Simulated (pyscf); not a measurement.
`[CH3][Sn]([OH])([OH])[OH]` + `[OH2]` -> `[CH4]` + `[OH][Sn]([OH])([OH])[OH]` (four-centre exchange; singlet surface; C–Sn, H–O broken, C–H, O–Sn formed). Structures and frequencies: ωB97X-D3(BJ)/def2-SVP in PySCF. Energies in eV from the separated reactants.

| level | barrier | reaction energy |
|---|---|---|
| PBE/def2-TZVP | 1.21 | -0.37 |
| r²SCAN/def2-TZVP | 1.18 | -0.42 |
| B3LYP-D3(BJ)/def2-TZVP | 1.40 | -0.37 |
| PBE0-D3(BJ)/def2-TZVP | 1.32 | -0.30 |
| M06-2X/def2-TZVP | 1.30 | -0.43 |
| HF/def2-TZVP | 2.22 | -0.46 |

The functionals in the table span 0.22 eV in this barrier, from r²SCAN to B3LYP-D3(BJ). On the reactant side the descent ends in an adduct with a O–Sn contact (not fully relaxed), 0.59 eV under the separated species and 2.00 eV under the saddle at ωB97X-D3(BJ)/def2-TZVP. What is counted as formed (O–Sn) is already present as a longer contact in the reactant adduct; forming that adduct is a step of its own. This is the saddle that the search found; another between the same sides may lie lower. Elements past Kr carry the def2 core potentials, without spin-orbit coupling.
